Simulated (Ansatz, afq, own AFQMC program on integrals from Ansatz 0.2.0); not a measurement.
# BH₂+ (singlet): AFQMC on the coupled-cluster ladder at angle H2–B1–H3 = 159.7°, cc-pVDZ

The task here is to estimate one member of a computed series from the others.

The runs use Ansatz 0.2.0, Gaussian basis, and an in-house AFQMC program (afq) on its integrals; all values are calculated; cc-pVDZ, frozen cores.

The runs, in order: Full CI; PBE (unrestricted); r2SCAN (unrestricted); PBE0 (unrestricted); B3LYP (unrestricted); CCSD(T) on RHF; wB97M-V (unrestricted); B2PLYP (unrestricted); Full CI; CCSDT(Q) on RHF; Phaseless AFQMC, CISD trial on RHF; UHF.

4 further runs of the same task are left out: 4 that didn't finish.

## The system

The geometry derives from a PBE0/def2-TZVP stationary point (not a proven minimum). One angle is set to the value named; bond lengths are kept.

3 atoms, charge 1, spin multiplicity 1.

Atoms are counted from 1 here; the program's logs count them from 0.

Bond lengths: B1–H2 1.179 Å, B1–H3 1.179 Å. Angles: H2–B1–H3 159.7°.

The first run:

in.yaml

```yaml
crystal:
  periodic: [false, false, false]
  atoms:
    - {symbol: B, position_ang: [-0.032658, 0.000000, 0.000000]}
    - {symbol: H, position_ang: [0.175144, 0.000000, -1.160727]}
    - {symbol: H, position_ang: [0.175144, 0.000000, 1.160727]}
basis:
  gaussian: {orbitals: cc-pVDZ}
total_charge: 1
correlation: {method: fci, electrons: outside_noble_gas}
```

Launch:

```
$ ansatz run in.yaml --threads 1 --pin off --events-out ev --progress --plain --max-ram 16896MiB --backend cuda --devices 0, --max-vram 18GiB
```

Among the steps run: Full CI; PBE (unrestricted); r2SCAN (unrestricted); PBE0 (unrestricted); B3LYP (unrestricted); CCSD(T) on RHF; wB97M-V (unrestricted); B2PLYP (unrestricted); CCSDT(Q) on RHF; Phaseless AFQMC, CISD trial on RHF; UHF.

One of the session's tables, all rows but one given; the rest of the session is left out.

On the RHF determinant, counted from full CI (exact for this spin and basis):

| level | from full CI (kcal/mol) |
| --- | --- |
| HF | +46.72 |
| MP2 | +11.92 |
| CCSD | ? |
| CCSD(T) | +0.16 |
| CCSDT(Q) | 0.00 |
| full CI | 0.00 |
| Phaseless AFQMC, CISD trial, step 0.005, 4000 walkers | +0.01 |

**Question.** Estimate the row for CCSD.

**Answer.** from full CI (kcal/mol): +0.58. In the column «from full CI (kcal/mol)» it lies between CCSD(T) (+0.16) and MP2 (+11.92).

The functionals' totals stand on their own zeros and serve differences with other points: PBE -695.531 eV; r2SCAN -696.383 eV; PBE0 -695.915 eV; B3LYP -697.260 eV; wB97M-V -696.556 eV; B2PLYP -696.308 eV.

Limits of these values: On the RHF determinant, counted from full CI (exact for this spin and basis): On RHF the phaseless walk with the CISD trial lies +0.01 kcal/mol from full CI, within three error bars. Error bars are statistical and leave out the constraint, the time step and what remains of the start.
